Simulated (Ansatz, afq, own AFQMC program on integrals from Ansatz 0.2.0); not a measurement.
## AlGe⁺, singlet in cc-pVTZ, levels against CCSDT(Q)

```csv
atom,x (Å),y (Å),z (Å)
Ge,0.0000,0.0000,0.0000
Al,0.0000,0.0000,3.1299
```

Basis cc-pVTZ. Noble-gas cores (and the filled d shells of Ga–Kr and In–Xe) are frozen. AFQMC by an in-house program on the Cholesky factors that Ansatz 0.2.0 writes for its CCSD(T) run. ph-AFQMC/CISD is guided by a CISD state made of CCSD amplitudes; releasing the constraint for a short imaginary time cuts its bias at the price of noise, slowly where states lie close. Uncertainties: one standard error, sampling alone. No spin–orbit coupling.

Determinant: RHF, the one that the program's search chose, which needn't be the lowest solution. The geometry is a PBE0/def2-TZVP stationary point of this or a neighbouring charge and spin state.

No full CI on the walks' own integrals is used here; CCSDT(Q) serves as the reference and is uncertain by about the last step of the cluster series.

Cautions: no relativity below Rb; no spin-orbit coupling; inner d shell frozen; higher spins were not checked; restricted determinant unstable towards unrestricted (UHF 789 meV lower, ⟨S²⟩ 1.08); CCSDT(Q) on the UHF determinant differs (373 meV lower), perhaps since the unrestricted series falls towards higher spin.

* T1 diagnostic: 0.0140
* weight of the determinant in the CISD state: 0.845
* size of the correlated space: 6 electrons in 58 orbitals

Reference: CCSDT(Q), correlation energy -3.758 eV. The released energy is read at 2.40 1/Eh (meV from the phaseless value at times in 1/Eh: 8 ± 20 at 0.24, -6 ± 20 at 0.51, -16 ± 25 at 0.99, 34 ± 16 at 1.62, -5 ± 30 at 2.40).

```csv
level,E − E(reference) (kJ/mol),share of correlation (%)
HF,362.6,0.00
MP2,101.5,72.01
CCSD,15.2,95.81
CCSD(T),4.1,98.88
CCSDT,1.2,99.66
ph-AFQMC/HF,3.8 ± 4.3,98.94
ph-AFQMC/CISD,0.5 ± 1.6,99.86
released AFQMC,0.0 ± 2.9,100.00
```

A walk keeps the symmetry of its determinant, which the program's search chose and which needn't be the lowest solution, so a lower state of the same spin and another symmetry isn't excluded. Released energies are given only where the last usable release times agree within the noise; a slower fall can still hide under it.
